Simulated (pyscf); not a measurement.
This saddle point was located with ωB97X-D3(BJ)/def2-SVP in PySCF.

```xyz
9

C     -0.8834    -0.4605    -0.2702
Zn     0.7507     0.3756     0.9793
H     -0.1516    -1.0968     1.0565
H     -0.6298    -0.1976    -1.3113
H     -1.7295    -1.1667    -0.2736
H      2.0263     1.2156     0.8354
O     -1.2491     0.7495     0.4896
H      0.1676    -1.0183     1.9751
H     -1.6247     1.4332    -0.0771
```

Surface: singlet, charge 0. Lowest wavenumbers (cm⁻¹): 1172i, 225, 326, 342, 425.

Name the species on either side of this saddle.

HO–CH₂–ZnH + hydrogen (H₂) ⇌ methanol (H₃C–OH) + ZnH₂, a four-centre exchange read from left to right: C–Zn, H–H broken and C–H, H–Zn formed. At ωB97M-D3(BJ)/def2-TZVP it lies +158.0 kJ/mol from the left side and +215.7 kJ/mol from the right (each side as separated species at their lowest minima found). On the product side the descent ends in an adduct with a O–Zn contact (not fully relaxed), 40.4 kJ/mol under the separated species and 251.4 kJ/mol under the saddle at ωB97X-D3(BJ)/def2-TZVP. At the saddle there is also a short H–Zn contact that neither side keeps. HO–CH₂–ZnH lies 73.7 kJ/mol over its isomer H₃C–O–ZnH (electronic energy, ωB97M-D3(BJ)/def2-TZVP). This is the saddle that the search found; another between the same sides may lie lower. Elements up to Kr have no core potential and no relativistic terms here.
